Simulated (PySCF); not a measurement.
# `NCC(F)(F)F`, C2H4F3N

Geometry:
| atom | x (Å) | y (Å) | z (Å) |
| --- | --- | --- | --- |
| N1 | -1.189 | -0.619 | 0.399 |
| C2 | -0.162 | 0.393 | 0.375 |
| C3 | 0.999 | -0.053 | -0.482 |
| F4 | 0.603 | -0.314 | -1.740 |
| F5 | 1.927 | 0.913 | -0.550 |
| F6 | 1.594 | -1.151 | -0.018 |
| H7 | -1.868 | -0.429 | 1.121 |
| H8 | -1.676 | -0.667 | -0.486 |
| H9 | -0.468 | 1.376 | -0.011 |
| H10 | 0.234 | 0.541 | 1.382 |

Method used: PySCF, quadratic response CAM-B3LYP/def2-TZVPD first hyperpolarisability, Taylor convention, gas phase. Geometry: PBE0-D3(BJ)/def2-TZVP.

(1) Give the tensor of the second harmonic β(−2ω;ω,ω) at 1064 nm in the axes of these coordinates.

## Answers

(1) In au, Taylor convention; rows are the first index (the induced dipole):
```
      xx     yy     zz     xy    xz    yz
x  +41.8   +3.4   +9.8  -14.8  -4.6  +0.5
y  -15.2  -30.7   -6.4   +4.9  +0.1  +0.2
z   -4.6   +0.3  -28.9   +0.1  +9.7  -6.4
```
Norm of βᵢ = ⅓ Σⱼ (βᵢⱼⱼ + βⱼᵢⱼ + βⱼⱼᵢ): 83.3 au, hyper-Rayleigh value 31.2 au.
